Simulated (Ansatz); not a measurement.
Basis-set extrapolation for C$_{2}$H$_{2}$F$_{4}$ (`FCC(F)(F)F`) (PBE0-D4/def2-TZVP geometry, frozen core, Ansatz). Multiplicity 1, RHF reference.

|  | def2-TZVPP | def2-QZVPP |
| --- | --- | --- |
| HF | -474.871331 | -474.891903 |
| MP2 correlation | -1.313606 | -1.432326 |
| CCSD(T) correlation | -1.369859 | not run |

Energies in hartree. Use E(X) = E(∞) + A·exp(−7.88·√X) for Hartree–Fock and E(X) = E(∞) + B·X^(−2.97) for correlation, with X = 3 and 4, and add CCSD(T) minus MP2 of the smaller set to the MP2 limit.

**Question.** What is the CCSD(T) energy at the basis-set limit?

**Answer.** HF limit: -474.891903 + (-0.020572) × 0.13774 = -474.89474. MP2 limit: -1.432326 + (-0.118720) × 0.74074 = -1.52027. Higher-order term: -1.369859 − (-1.313606) = -0.05625. Total: -476.47126 hartree, 604.0 kJ/mol below CCSD(T)/def2-TZVPP.
